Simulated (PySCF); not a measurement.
Compound: C3H8N (charge +1).
Bonds: C1–C2, C2–N3, N3–C4, C1–C4. Hydrogens: H5, H6 on C1; H7, H8 on C2; H9, H10 on N3; H11, H12 on C4.

NICS = −σ at a ghost point: NICS(0) at the centroid of the ring atoms, NICS(1) 1 Å to either side along the normal of their mean plane, zz for the tensor component along that normal. Level: GIAO KT3/pcSseg-2 (PySCF, non-relativistic, gas phase) on the PBE0-D3(BJ)/def2-SVP geometry, one conformer.

Ring bond lengths (Å): C1–C2 1.535, C2–N3 1.519, N3–C4 1.519, C4–C1 1.534.

Question: Give the NICS values of each ring in ppm.

Answer: 
| ring | type | NICS(0) | NICS(1), two faces | NICS(1)zz, two faces | rms pucker (Å) | centre to ring atoms, mean (Å) |
| --- | --- | --- | --- | --- | --- | --- |
| C1–C2–N3–C4 | 4-membered ring with N; formal bonds all single | 0.5 | 1.8 / 1.6 | 5.2 / 5.2 | 0.06 | 1.08 |

Question: What can be read from them?

Answer: 
- C1–C2–N3–C4: mean NICS(1)zz 5.2 ppm, deshielded. C1, C2, N3, C4 have four or more neighbours, and the NICS criterion for π rings isn't applied.

Question: At the first NICS(1) probe listed for ring C1–C2–N3–C4, 1 Å off the ring, what do the in-plane components average?

Answer: The isotropic value is a third of the trace: (3 × 1.8 − (5.2))/2 = 0.1 ppm.

Question: Give the inner angles of the rings.

Answer: 
- C1–C2–N3–C4: C1 88.5°, C2 90.3°, N3 89.7°, C4 90.3°; sum 358.7° against 360° for a flat convex ring.

Question: How do the values depend on the level or the medium?

Answer: 
```
             level  NICS(0), C1–C2–N3–C4  mean NICS(1)zz, C1–C2–N3–C4
 KT3/pcSseg-2, gas                   0.5                          5.2
PBE0/pcSseg-1, gas                  -0.1                          3.8
```

The geometry is the same throughout.
